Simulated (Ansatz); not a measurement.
C3H4F2O (`C/C(F)=C(/O)F`), relaxed with RKS PBE0-D4/def2-TZVP in Ansatz from a PBE-D4/def2-SVP geometry. The force threshold is 0.005 eV/Å; the program also tests the step.

Charge 0, multiplicity 1.

Start:

```xyz
10

C    -0.440    0.063   -1.423
C     0.109   -0.463   -0.145
F     0.463   -1.771   -0.159
C     0.311    0.238    0.992
O     0.944   -0.223    2.085
F    -0.067    1.538    1.067
H    -1.351   -0.498   -1.723
H     0.299   -0.049   -2.246
H    -0.700    1.133   -1.326
H     0.432    0.033    2.878
```

(1) By how much does the energy fall, and how many steps does the optimiser take? (An estimate is asked.)

(2) Which bonds change most? (Best estimate.)

(3) Give the relaxed structure. (Estimate.)

Results:

(1) The calculation gave: 0.05 eV, in 8 steps.

(2) Ansatz gave: C2–C4 from 1.351 to 1.326 Å; C1–H8 from 1.112 to 1.094 Å; C1–H7 from 1.111 to 1.094 Å; C1–H9 from 1.105 to 1.089 Å.

(3) Ansatz gave: 
```xyz
10

C    -0.439    0.063   -1.415
C     0.113   -0.443   -0.142
F     0.468   -1.740   -0.156
C     0.312    0.240    0.977
O     0.931   -0.216    2.067
F    -0.058    1.526    1.060
H    -1.340   -0.493   -1.689
H     0.288   -0.062   -2.223
H    -0.691    1.118   -1.331
H     0.416    0.007    2.851
```
